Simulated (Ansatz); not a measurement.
Ansatz (a first-principles code) input (HF/aug-cc-pVQZ):

Ansatz 0.2 input:
```yaml
crystal:
  periodic: [false, false, false]
  atoms:
    - {symbol: C, position_ang: [0.00010828, -0.00148279, -0.32151983]}
    - {symbol: C, position_ang: [-0.00039060, 0.00534905, 1.15985624]}
    - {symbol: F, position_ang: [-0.00863346, 1.24906228, -0.79005262]}
    - {symbol: F, position_ang: [1.08957641, -0.62224940, -0.78105262]}
    - {symbol: F, position_ang: [-1.08015060, -0.63766366, -0.78171222]}
    - {symbol: N, position_ang: [-0.00077674, 0.01063706, 2.30647695]}
basis:
  gaussian:
    orbitals: aug-cc-pVQZ
hamiltonian:
  xc: hf
```

End of the output:

```
integrals: 0.65 GiB planned
1650 factors; their error is unknown
mean field: 4.17 GiB planned
mean field evaluation 1: about -11659.5321 eV, gradient 5.3e1 eV
mean field evaluation 2: about -11661.7725 eV, gradient 4.2e1 eV
mean field evaluation 4: about -11664.7112 eV, gradient 2.8e0 eV
mean field evaluation 8: about -11664.7284 eV, gradient 4.1e-2 eV
mean field -11664.78354922 eV, -428.6728887594 hartree, gradient 1.5e-5 eV, S^2 0.000000; 0 other end points of the search recorded, 0 dependent functions left out
reference -11664.78354922 eV, -428.6728887594 hartree; 23, 23 occupied and 457, 457 virtual orbitals, 1650 factors
Total energy: -11664.78354922 eV, -428.6728887594 hartree
```
